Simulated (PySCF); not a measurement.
H₂NO (doublet state).
SMILES: `N[O]`

Computed, not measured: PBE0-D3(BJ)/def2-SVP geometry optimisation, gas phase in PySCF.

Masses are those of the commonest isotopes; rigid-rotor values at the optimised geometry. 

Question: Give the principal moments of inertia and the rotational constants in MHz.

Answer: Ia = 1.57, Ib = 14.50, Ic = 16.02 u·Å²; 505379 MHz·u·Å²/I gives A = 322010, B = 34855, C = 31547 MHz.

Question: Classify the top.

Answer: A near-prolate asymmetric top. Ray's parameter κ = (2B − A − C)/(A − C) = -0.977; −1 is the prolate and +1 the oblate limit.

Question: What does the inertial defect say?

Answer: Not planar: Δ = Ic − Ia − Ib = -0.05 u·Å². For a rigid frame Δ = −2 Σ m c², so Σ m c² = 0.02 u·Å² lies off the ab plane: 0.02 from hydrogen and 0.01 from heavier atoms. The atom farthest from that plane is 0.10 Å away.

Question: Give the coordinates in the principal-axis frame, origin at the centre of mass.

Answer: The sense of each axis is arbitrary; atoms in the order of the calculation.
| atom | mass (u) | a (Å) | b (Å) | c (Å) |
| --- | --- | --- | --- | --- |
| N1 | 14.003 | -0.596 | 0.000 | 0.020 |
| O2 | 15.995 | 0.662 | 0.000 | -0.005 |
| H3 | 1.008 | -1.113 | -0.875 | -0.096 |
| H4 | 1.008 | -1.113 | 0.876 | -0.096 |

Question: List the rotational levels J(Ka,Kc) to J = 5 (K).

Answer: Above 0(0,0), as E/k:
J = 1: 1(0,1) 3.187, 1(1,1) 16.968, 1(1,0) 17.127
J = 2: 2(0,2) 9.559, 2(1,2) 23.183, 2(1,1) 23.659, 2(2,1) 65.003, 2(2,0) 65.004
J = 3: 3(0,3) 19.114, 3(1,3) 32.504, 3(1,2) 33.457, 3(2,2) 74.563, 3(2,1) 74.570, 3(3,1) 143.867, 3(3,0) 143.867
J = 4: 4(0,4) 31.847, 4(1,4) 44.931, 4(1,3) 46.519, 4(2,3) 87.309, 4(2,2) 87.330, 4(3,2) 156.617, 4(3,1) 156.617, 4(4,1) 253.639, 4(4,0) 253.639
J = 5: 5(0,5) 47.754, 5(1,5) 60.462, 5(1,4) 62.844, 5(2,4) 103.240, 5(2,3) 103.288, 5(3,3) 172.556, 5(3,2) 172.556, 5(4,2) 269.576, 5(4,1) 269.576, 5(5,1) 394.319, 5(5,0) 394.319
The levels of one J sum to (2J + 1)J(J + 1)(A + B + C)/3.

Question: Which types of transition are allowed, and where do some lines up to J = 3 fall?

Answer: The dipole components are |μa| = 3.03 D, |μb| = 0.00 D, |μc| = 0.33 D. Intensities carry the squares of the components, which stand as 1.00 : 0.00 : 0.01 (a : b : c). Some lines, for components of 0.1 D or more:

```
type  branch         J(Ka,Kc)      MHz  lower level (cm⁻¹)
   a       Q  2(1,1) ← 2(1,2)     9926              16.113
   a       Q  3(1,2) ← 3(1,3)    19852              22.592
   a       R  1(0,1) ← 0(0,0)    66402               0.000
   a       R  2(1,2) ← 1(1,1)   129495              11.793
   a       R  2(0,2) ← 1(0,1)   132775               2.215
   a       R  2(1,1) ← 1(1,0)   136112              11.904
   a       R  3(1,3) ← 2(1,2)   194225              16.113
   a       R  3(0,3) ← 2(0,2)   199092               6.644
   a       R  3(2,2) ← 2(2,1)   199205              45.179
   a       R  3(2,1) ← 2(2,0)   199319              45.180
   a       R  3(1,2) ← 2(1,1)   204151              16.444
   c       Q  2(1,2) ← 2(0,2)   283874               6.644
   c       Q  1(1,1) ← 1(0,1)   287155               2.215
   c       R  1(1,0) ← 0(0,0)   356865               0.000
   c       R  3(1,2) ← 2(0,2)   497951               6.644
   c       Q  3(2,2) ← 3(1,2)   856519              23.254
   c       R  2(2,0) ← 1(1,0)   997605              11.904
   c       R  3(2,1) ← 2(1,1)  1060812              16.444
   c       R  3(2,2) ← 2(1,2)  1070596              16.113
   c       Q  3(3,1) ← 3(2,1)  1443921              51.829
   c       R  3(3,1) ← 2(2,1)  1643269              45.179
```

For this open shell read J as N, the rotation without spin; fine and hyperfine splittings come on top. Not checked by PBE0-D3(BJ)/def2-SVP frequencies. ⟨S²⟩ = 0.753 (exact for a doublet: 0.75). No vibrational averaging or centrifugal distortion is included, and the geometry carries the error of its method. Quadrupole hyperfine structure (14N) is left out.

On one thread, x86-64 server (shared host), this took 1.9 s of wall time. This is the geometry optimisation.
